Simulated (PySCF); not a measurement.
# What PySCF settings do for BF

Base input, run as `OMP_NUM_THREADS=1 python input.py` with PySCF 2.14:

```python
from pyscf import gto, dft

mol = gto.M(
    atom='B 0 0 0; F 0 0 1.48',
    basis='6-31+g*',
    charge=0,
    spin=0,
    symmetry=True,
    verbose=4,
)
mf = dft.RKS(mol, xc='m06l')
mf.kernel()
mf.analyze()
print('orbital energies (hartree):', mf.mo_energy[..., max(0, mol.nelec[1]-3):mol.nelec[0]+3].round(4))
```

Base result: E(SCF) = -124.620092 Eh, 8 cycles, μz(SCF) = -0.20 D. Stability towards an unrestricted solution was not tested. The bond length is a typed value, not an optimised one.

Run time: 3 s on 1 thread of AMD EPYC 7R43 64-Core (shared host), peak memory 0.16 GiB.

Each row names what differs from the base; energies in brackets are changes from the base.

| change | result | wall time (s) |
| --- | --- | --- |
| step after the SCF: analyze → casci; SCF type: RKS → RHF; functional: m06l → none (Hartree–Fock); active space: default → 2 electrons in 2 orbitals | stops with PointGroupSymmetryError (Incomplete 2D-irrep orbitals for cylindrical symmetry.) after the SCF | 2.5 |
| geometry: bond 1.48 → bond 1.184 | E(SCF) = -124.633786 Eh (-0.3726 eV), 7 cycles, μz(SCF) = 1.43 D | 4.1 |
| functional: m06l → hse06 | E(SCF) = -124.518922 Eh, 8 cycles, μz(SCF) = -0.32 D | 3.5 |
| functional: m06l → m06 | E(SCF) = -124.596155 Eh, 8 cycles, μz(SCF) = -0.43 D | 3.4 |
| PCM solvent, dielectric constant: none → 4.71 | E(SCF) = -124.621375 Eh (-0.0349 eV), 8 cycles, μz(SCF) = -0.22 D | 5.7 |
| length unit: angstrom → bohr [unsound on purpose] | E(SCF) = -123.791554 Eh (+22.5457 eV), 8 cycles, μz(SCF) = 2.87 D | 3.3 |
| charge: 0 → 1; spin (2S): 0 → 1; SCF type: RKS → UKS [another spin of the ion may lie lower] | E(SCF) = -124.197134 Eh (+11.5093 eV), 14 cycles, ⟨S²⟩ = 0.754 | 7 |
| geometry: bond 1.48 → bond 4.44 [stretched restricted solution, likely unstable] | not converged: SCF after 50 cycles | 8 |
| functional: m06l → mn15l | E(SCF) = -124.549097 Eh, 8 cycles, μz(SCF) = -0.19 D | 3.4 |
| geometry: bond 1.48 → bond 1.436 | E(SCF) = -124.627609 Eh (-0.2046 eV), 8 cycles, μz(SCF) = 0.06 D | 3 |
| step after the SCF: analyze → mp2; SCF type: RKS → RHF; functional: m06l → none (Hartree–Fock); frozen orbitals: default → 2 | E(SCF) = -124.080491 Eh, 9 cycles, E(MP2) − E(SCF) = -0.24303 Eh, μz(SCF) = -0.57 D | 2.2 |
| Cartesian functions: off → on | E(SCF) = -124.621071 Eh (-0.0266 eV), 8 cycles, μz(SCF) = -0.20 D | 3.9 |
| initial guess: minao → sap | E(SCF) = -124.620092 Eh (+0.0000 eV), 9 cycles, μz(SCF) = -0.20 D | 3.2 |
| functional: m06l → pbe | E(SCF) = -124.507835 Eh, 8 cycles, μz(SCF) = -0.16 D | 3 |
| integration grid: default → 4 | E(SCF) = -124.620075 Eh (+0.0005 eV), 8 cycles, μz(SCF) = -0.20 D | 5.5 |
| integration grid: default → (20, 50) [unsound on purpose] | E(SCF) = -124.612249 Eh (+0.2134 eV), 8 cycles, μz(SCF) = -0.17 D | 2.2 |
| step after the SCF: analyze → mp2; SCF type: RKS → RHF; functional: m06l → none (Hartree–Fock); frozen orbitals: default → 0 | E(SCF) = -124.080491 Eh, 9 cycles, E(MP2) − E(SCF) = -0.24659 Eh, μz(SCF) = -0.57 D | 2.1 |
| step after the SCF: analyze → optimize | E(SCF) = -124.620092 Eh (+0.0000 eV), 8 cycles, all at the start geometry; optimised bond 1.276 Å with E = -124.643146 Eh after 6 steps | 12 |
| functional: m06l → revtpss | E(SCF) = -124.611584 Eh, 8 cycles, μz(SCF) = -0.13 D | 3.1 |

Order these changes by how far they move the SCF energy from the base, largest first: (1) Cartesian functions: off → on; (2) PCM solvent, dielectric constant: none → 4.71; (3) geometry: bond 1.48 → bond 1.184; (4) geometry: bond 1.48 → bond 1.436.

(3) -0.3726 eV, (4) -0.2046 eV, (2) -0.0349 eV, (1) -0.0266 eV.
